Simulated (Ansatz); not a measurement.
# AlF2 (SMILES [F][Al][F]): UCCSD(T)/STO-3G

What is the vertical doublet–quartet gap of AlF2 at UCCSD(T)/STO-3G? 

Program for the calculation: Ansatz 0.2.0.

37 further runs of the same task are left out: 1 that didn't finish, 36 set aside as unsound or not needed.

### 1 Starting point

AlF2 has 3 atoms, charge 0, and is taken as a doublet. SMILES: `[F][Al][F]`. Geometry: relaxed at PBE0-D4/def2-TZVP.

Bond lengths: F1–Al2 1.647 Å, Al2–F3 1.647 Å. Angles: F1–Al2–F3 119.7°.

### 2 The energy at UCCSD(T)/STO-3G

The input, in.yaml:

```yaml
crystal:
  periodic: [false, false, false]
  atoms:
    - symbol: F
      position_ang: [0.533000, -1.361200, 0.136400]
    - symbol: Al
      position_ang: [0.388700, 0.275400, 0.245200]
    - symbol: F
      position_ang: [-0.932500, 1.021000, -0.394800]
basis:
  gaussian:
    orbitals: STO-3G
magnetization:
  spin_polarized: true
  initial_magnetization: 1
correlation:
  method: ccsd_t
  frozen_orbitals: {Al: 5, F: 1}
accuracy: high
scf:
  omitted_lower_state_checks: [cluster_reference, increment]
```

Started as:

```bash
$ ansatz run in.yaml --threads 1 --pin off --max-ram 2610MiB --events-out events.jsonl --progress --plain --runs-dir runs
```

The program printed, cut to the lines that bear on the results:

```text
Warning: RAYON_NUM_THREADS=1 ignored (pool sized by the plan → 1); use --threads N
Functional definition: HF
  name "HF"
[...]
332 factors; integrals over basis functions are off by at most 2.8e-8 eV
[...]
mean field -11839.74995153 eV, -435.1027854479 hartree, gradient 4.1e-8 eV, S^2 0.758481; 0 other end points of the search recorded, 0 dependent functions left out
7 core orbitals not correlated: weight in the atoms' cores, before any rotation towards them, 1.000 or more for the frozen orbitals, at most 0.000 for the correlated occupied ones
reference -11839.74995153 eV, -435.1027854479 hartree; 9, 8 occupied and 3, 4 virtual orbitals, 332 factors
second order -1.36626671 eV of doubles, -0.00000000 eV of singles
cycle   1  -1.42136764 eV  change   -5.5e-2 eV  update   8.8e-2
[...]
cycle  21  -1.65410495 eV  change   -1.2e-9 eV  update   2.0e-9
perturbative correction -0.18213047 eV, -0.0066931712 hartree
Total energy: -11841.58618694 eV, -435.1702658546 hartree
Checks for a lower state left out: cluster_reference, increment
```

Run time: 0.36 s. Hardware: 1 thread of Arm Neoverse V1, shared host.

### 3 The quartet, same level

The input, molecule.yaml:

```yaml
crystal:
  periodic: [false, false, false]
  atoms:
    - symbol: F
      position_ang: [0.533000, -1.361200, 0.136400]
    - symbol: Al
      position_ang: [0.388700, 0.275400, 0.245200]
    - symbol: F
      position_ang: [-0.932500, 1.021000, -0.394800]
basis:
  gaussian:
    orbitals: STO-3G
magnetization:
  spin_polarized: true
  initial_magnetization: 3
correlation:
  method: ccsd_t
  frozen_orbitals: {Al: 5, F: 1}
accuracy: high
scf:
  omitted_lower_state_checks: [cluster_reference, increment]
```

Started as:

```bash
$ ansatz run molecule.yaml --threads 1 --pin off --max-ram 2610MiB --events-out events.jsonl --progress --plain --runs-dir runs
```

The program printed, cut to the lines that bear on the results:

```text
Warning: RAYON_NUM_THREADS=1 ignored (pool sized by the plan → 1); use --threads N
[... 2 set-up lines as earlier in the session ...]
[...]
332 factors; integrals over basis functions are off by at most 2.8e-8 eV
[...]
mean field -11832.24681278 eV, -434.8270501849 hartree, gradient 1.3e-8 eV, S^2 3.751991; 17 other end points of the search recorded, 0 dependent functions left out
7 core orbitals not correlated: weight in the atoms' cores, before any rotation towards them, 1.000 or more for the frozen orbitals, at most 0.000 for the correlated occupied ones
reference -11832.24681278 eV, -434.8270501849 hartree; 10, 7 occupied and 2, 5 virtual orbitals, 332 factors
second order -0.67422121 eV of doubles, -0.00000000 eV of singles
cycle   1  -0.74729080 eV  change   -7.3e-2 eV  update   5.9e-2
[...]
cycle  39  -0.94388700 eV  change   5.5e-10 eV  update  4.0e-10
perturbative correction -0.12823682 eV, -0.0047126161 hartree
Total energy: -11833.31893661 eV, -434.8664500086 hartree
Checks for a lower state left out: cluster_reference, increment
```

Wall time 0.76 s (1 thread of Arm Neoverse V1, shared host).

### 4 What came out

At UCCSD(T)/STO-3G, 7 core orbitals frozen:

| quantity | value |
| --- | --- |
| doublet: total energy | -435.17027 Eh |
| doublet: correlation energy (7 core orbitals frozen) | -67.5 mEh |
| doublet: (T) correction | -6.69 mEh |
| doublet: ⟨S²⟩ of the reference determinant | 0.758 |
| doublet: T1 diagnostic | 0.020 |
| quartet: total energy | -434.86645 Eh |
| quartet: correlation energy (7 core orbitals frozen) | -39.4 mEh |
| quartet: (T) correction | -4.71 mEh |
| quartet: ⟨S²⟩ of the reference determinant | 3.752 |
| quartet: T1 diagnostic | 0.049 |
| vertical energy of the quartet above the doublet | 8.267 eV |

**Reading.** At this shape the quartet lies 8.27 eV (191 kcal/mol) above the doublet. In a minimal basis such a difference can be off by several eV, whatever the method. The triples (doublet) make up 9.9 % of the correlation energy. The T1 diagnostic (quartet) of 0.049 is above the customary mark for such species, so a single reference may not serve. The triples (quartet) make up 12.0 % of the correlation energy.
